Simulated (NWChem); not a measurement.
System: SiH₂, singlet; SMILES [SiH2]

Here is an NWChem input.

```
start job
memory heap 200 mb stack 900 mb global 1100 mb
geometry units angstroms noautosym nocenter noautoz
  Si     0.000000     0.000000     0.182522
  H      1.096144     0.000000    -0.890609
  H     -1.096144     0.000000    -0.890609
end
basis spherical
  * library def2-svp
end
dft
  xc pbe0
  iterations 150
end
cosmo
  do_cosmo_smd true
  solvent water
end
task dft energy
```

Output (shortened):

```
             Northwest Computational Chemistry Package (NWChem) 7.3.0
             --------------------------------------------------------

                             Geometry "geometry" -> ""
                             -------------------------

 Output coordinates in angstroms (scale by  1.889725989 to convert to a.u.)

  No.       Tag          Charge          X              Y              Z
 ---- ---------------- ---------- -------------- -------------- --------------
    1 Si                  14.0000     0.00000000     0.00000000     0.18252200
    2 H                    1.0000     1.09614400     0.00000000    -0.89060900
    3 H                    1.0000    -1.09614400     0.00000000    -0.89060900

 Effective nuclear repulsion energy (a.u.)       9.9004475229

                                 NWChem DFT Module
                                 -----------------

 Summary of "ao basis" -> "ao basis" (spherical)
 ------------------------------------------------------------------------------
       Tag                 Description            Shells   Functions and Types
 ---------------- ------------------------------  ------  ---------------------
 Si                         def2-svp                 8       18   4s3p1d
 H                          def2-svp                 3        5   2s1p

 in cosmo_initialize ...
 calling solv_data for solv:h2o

 solvent parameters
 solvname_short: h2o
 solvname_long:  water
 dielec:       78.4000
 dielecinf:     1.7769
 aqueous SMD model solvent descriptors
 dielec:       78.4000
 sola:          0.8200

          ---------------
          -cosmo- solvent
          ---------------
 Cosmo: York-Karplus, doi: 10.1021/jp992097l
 dielectric constant -eps-     =  78.40
 screen = (eps-1)/(eps    )    =   0.98724
 surface charge correction     = lagrangian

   van der Waals surface
 --------------------------

 ---------- ATOMIC COORDINATES (A.U.) ------------ VDWR(ANG.) --
     1    0.00000000    0.00000000    0.34491657     2.470
     2    2.07141180    0.00000000   -1.68300697     1.200
     3   -2.07141180    0.00000000   -1.68300697     1.200
 number of segments per atom =        128
 number of   points per atom =        128
 atom (   nspa,  nppa )
 ----------------------
    1 (    116,     0 )       0
    2 (     40,     0 )       0
    3 (     40,     0 )       0
 number of -cosmo- surface points =      196
 molecular surface =     76.213 angstrom**2
 molecular volume  =     65.291 angstrom**3
 -lineq- algorithm             =   0
 -bem- low  level              =   3
 -bem- from -octahedral-
 gaussian surface charge width =   4.50000
 degree of switching           =   1.00000
 switching function tolerance  =   0.00010
 atomic radii =
 --------------
    1 14.000  2.470
    2  1.000  1.200
    3  1.000  1.200
 ...... end of -cosmo- initialization ......

 nat:                     3
 ixmem:                   608
 calling mnsol_interface()
 G(SMD-CDS) energy (kcal/mol)  =     1.140
 SMD-CDS SASA (angstrom**2)    =    85.290

            General Information
            -------------------
          SCF calculation type: DFT
          Wavefunction type:  closed shell.
          No. of atoms     :     3
          No. of electrons :    16
           Alpha electrons :     8
            Beta electrons :     8
          Charge           :     0
          Spin multiplicity:     1
          Use of symmetry is: off; symmetry adaption is: off
          Maximum number of iterations: 150
          AO basis - number of functions:    28
                     number of shells:    14
          Convergence on energy requested:  1.00D-06
          Convergence on density requested:  1.00D-05
          Convergence on gradient requested:  5.00D-04

              XC Information
              --------------
                         PBE0 Method XC Functional
                     Hartree-Fock (Exact) Exchange  0.250
          PerdewBurkeErnzerhof Exchange Functional  0.750
            Perdew 1991 LDA Correlation Functional  1.000 local
           PerdewBurkeErnz. Correlation Functional  1.000 non-local

             Grid Information
             ----------------
          Grid used for XC integration:  medium
          Radial quadrature: Mura-Knowles
          Angular quadrature: Lebedev.
          Tag              B.-S. Rad. Rad. Pts. Rad. Cut. Ang. Pts.
          ---              ---------- --------- --------- ---------
          Si                  1.10       88           7.0       590
          H                   0.35       45           8.0       434
          Grid pruning is: on
          Number of quadrature shells:   178
          Spatial weights used:  Erf1

[...]

                                COSMO-SMD solvation results
                                ---------------------------

             internal energy in gas <Psi(g)|H|Psi(g)> =      -290.385243406269
         internal energy in solvent <Psi(s)|H|Psi(s)> =      -290.385118069568
                               delta internal energy  =         0.000125336701 (    0.08 kcal/mol)
   total free energy in solvent <Psi(s)|H+V/2|Psi(s)> =      -290.388143455814
 polarization energy contribution <Psi(s)|V/2|Psi(s)> =        -0.003025386246 (   -1.90 kcal/mol)
    total free energy in solvent including G(SMD-CDS) =      -290.386327112349
                       G(SMD-CDS) energy contribution =         0.001816343464 (    1.14 kcal/mol)
     1 M fixed-concentration free energy of solvation =        -0.001083706080 (   -0.68 kcal/mol)

                       DFT Final Molecular Orbital Analysis
                       ------------------------------------

 Vector    6  Occ=2.000000D+00  E=-5.211034D-01
              MO Center=  3.1D-10, -3.7D-10, -3.4D-01, r^2= 1.6D+00
   Bfn.  Coefficient  Atom+Function         Bfn.  Coefficient  Atom+Function
  ----- ------------  ---------------      ----- ------------  ---------------
     3      0.627871  1 Si s                  2      0.384373  1 Si s
    19      0.212648  2 H  s                 24      0.212648  3 H  s
     4      0.168459  1 Si s                 10     -0.099692  1 Si pz
    20      0.071486  2 H  s                 25      0.071486  3 H  s
     1      0.061628  1 Si s                  7      0.058236  1 Si pz

 Vector    7  Occ=2.000000D+00  E=-3.388902D-01
              MO Center= -4.3D-10,  2.0D-11, -5.3D-01, r^2= 2.1D+00
   Bfn.  Coefficient  Atom+Function         Bfn.  Coefficient  Atom+Function
  ----- ------------  ---------------      ----- ------------  ---------------
    19      0.317623  2 H  s                 24     -0.317623  3 H  s
     8      0.304299  1 Si px                11      0.226929  1 Si px
    20      0.206248  2 H  s                 25     -0.206248  3 H  s
     5     -0.166552  1 Si px                17      0.082401  1 Si d  1

 Vector    8  Occ=2.000000D+00  E=-2.550080D-01
              MO Center=  1.9D-10, -3.3D-10,  4.0D-01, r^2= 2.3D+00
   Bfn.  Coefficient  Atom+Function         Bfn.  Coefficient  Atom+Function
  ----- ------------  ---------------      ----- ------------  ---------------
     3      0.389236  1 Si s                  4      0.374962  1 Si s
    13      0.376414  1 Si pz                10      0.329269  1 Si pz
     2      0.228817  1 Si s                 19     -0.189655  2 H  s
    24     -0.189655  3 H  s                  7     -0.179476  1 Si pz
    20     -0.167207  2 H  s                 25     -0.167207  3 H  s

 Vector    9  Occ=0.000000D+00  E=-1.090578D-01
              MO Center=  6.9D-11, -8.8D-10,  1.6D-01, r^2= 2.5D+00
   Bfn.  Coefficient  Atom+Function         Bfn.  Coefficient  Atom+Function
  ----- ------------  ---------------      ----- ------------  ---------------
    12      0.705365  1 Si py                 9      0.409931  1 Si py
     6     -0.221284  1 Si py

 Vector   10  Occ=0.000000D+00  E= 3.816738D-02
              MO Center=  3.0D-10,  1.6D-11,  1.7D-01, r^2= 3.5D+00
   Bfn.  Coefficient  Atom+Function         Bfn.  Coefficient  Atom+Function
  ----- ------------  ---------------      ----- ------------  ---------------
    11      1.225147  1 Si px                20     -0.880069  2 H  s
    25      0.880069  3 H  s                  8      0.246825  1 Si px
    19     -0.194133  2 H  s                 24      0.194133  3 H  s
     5     -0.141738  1 Si px                17     -0.136697  1 Si d  1

 Vector   11  Occ=0.000000D+00  E= 8.888630D-02
              MO Center= -4.1D-10,  4.3D-10, -3.3D-01, r^2= 3.9D+00
   Bfn.  Coefficient  Atom+Function         Bfn.  Coefficient  Atom+Function
  ----- ------------  ---------------      ----- ------------  ---------------
    13      1.298413  1 Si pz                20      1.286254  2 H  s
    25      1.286254  3 H  s                  4     -1.022506  1 Si s
     3     -0.766443  1 Si s                  2     -0.280222  1 Si s
    10      0.208514  1 Si pz                19      0.127281  2 H  s
    24      0.127281  3 H  s                  7     -0.112531  1 Si pz

     Multipole analysis of the density
     ---------------------------------

     L   x y z        total         alpha         beta         nuclear
     -   - - -        -----         -----         ----         -------
     0   0 0 0     -0.000000     -8.000000     -8.000000     16.000000

     1   1 0 0     -0.000000     -0.000000     -0.000000      0.000000
     1   0 1 0      0.000000      0.000000      0.000000      0.000000
     1   0 0 1     -0.179597     -0.821208     -0.821208      1.462818

     2   2 0 0    -12.094127    -10.337811    -10.337811      8.581494
     2   1 1 0      0.000000      0.000000      0.000000      0.000000
     2   1 0 1     -0.000000     -0.000000     -0.000000      0.000000
     2   0 2 0     -9.021115     -4.510558     -4.510558      0.000000
     2   0 1 1      0.000000      0.000000      0.000000      0.000000
     2   0 0 2    -13.610266    -10.470418    -10.470418      7.330569
```

Level: PBE0/def2-SVP, SMD on the gas-phase geometry. Low-valent species are run as closed-shell singlets; no triplet was tried in these runs. Geometry: optimised at PBE0/def2-SVP. Solvent: water.
